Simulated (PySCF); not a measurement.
# SMILES NC[C@@H]1C[C@H]1F, C₄H₈FN

Cartesian coordinates in Å; atom numbers follow the order of the lines, from 1:
```xyz
14

N     1.963    0.130    0.950
C     0.926   -0.710    0.379
C    -0.032    0.023   -0.545
C    -1.154    0.847    0.032
C    -1.448   -0.431   -0.683
F    -2.031   -0.358   -1.915
H     1.545    0.898    1.466
H     2.536    0.531    0.215
H     1.418   -1.519   -0.168
H     0.365   -1.151    1.208
H     0.430    0.411   -1.446
H    -1.289    0.863    1.103
H    -1.418    1.768   -0.464
H    -1.812   -1.301   -0.152
```

Computed, not measured: PySCF 2.14.0, TDDFT CAM-B3LYP/def2-SVPD circular dichroism and optical rotation, one conformer, gas phase. Geometry: GFN2-xTB.

The molecule is flexible and this is one conformer; a measurement averages over conformers. States above about 8.5 eV (minus the energy of the highest occupied orbital) lie near or above the ionisation threshold and depend on the basis.

**Question.** Draw the ECD and absorption spectra from the lowest 16 states, each a Gaussian of half-width 0.25 eV at 1/e height.

**Answer.** 
| E (eV) | λ (nm) | Δε (L mol⁻¹ cm⁻¹) | ε (L mol⁻¹ cm⁻¹) |
| --- | --- | --- | --- |
| 5.91 | 210 | +0.17 | 31 |
| 6.01 | 206 | +0.71 | 131 |
| 6.11 | 203 | +2.18 | 401 |
| 6.21 | 200 | +4.84 | 893 |
| 6.31 | 196 | +7.82 | 1440 |
| 6.41 | 193 | +9.18 | 1690 |
| 6.51 | 190 | +7.82 | 1440 |
| 6.61 | 187 | +4.84 | 894 |
| 6.71 | 185 | +2.13 | 406 |
| 6.81 | 182 | +0.48 | 154 |
| 6.91 | 179 | -0.71 | 121 |
| 7.01 | 177 | -2.50 | 266 |
| 7.11 | 174 | -5.47 | 571 |
| 7.21 | 172 | -9.12 | 975 |
| 7.31 | 170 | -12.17 | 1350 |
| 7.41 | 167 | -13.42 | 1550 |
| 7.51 | 165 | -12.33 | 1470 |
| 7.61 | 163 | -9.37 | 1160 |
| 7.71 | 161 | -5.93 | 828 |
| 7.81 | 159 | -2.98 | 717 |
| 7.91 | 157 | +0.16 | 864 |
| 8.01 | 155 | +4.55 | 1120 |
| 8.11 | 153 | +9.61 | 1420 |
| 8.21 | 151 | +13.55 | 1860 |
| 8.31 | 149 | +14.94 | 2450 |
| 8.41 | 147 | +13.39 | 3010 |
| 8.51 | 146 | +9.58 | 3360 |
| 8.61 | 144 | +3.97 | 3450 |
| 8.71 | 142 | -4.70 | 3310 |
| 8.81 | 141 | -17.38 | 3050 |
| 8.91 | 139 | -30.45 | 2780 |
| 9.01 | 138 | -36.34 | 2460 |
| 9.11 | 136 | -30.83 | 2010 |

Δε uses R in velocity form, ε uses f in length form. Only the states computed contribute, so the short-wavelength end is incomplete.
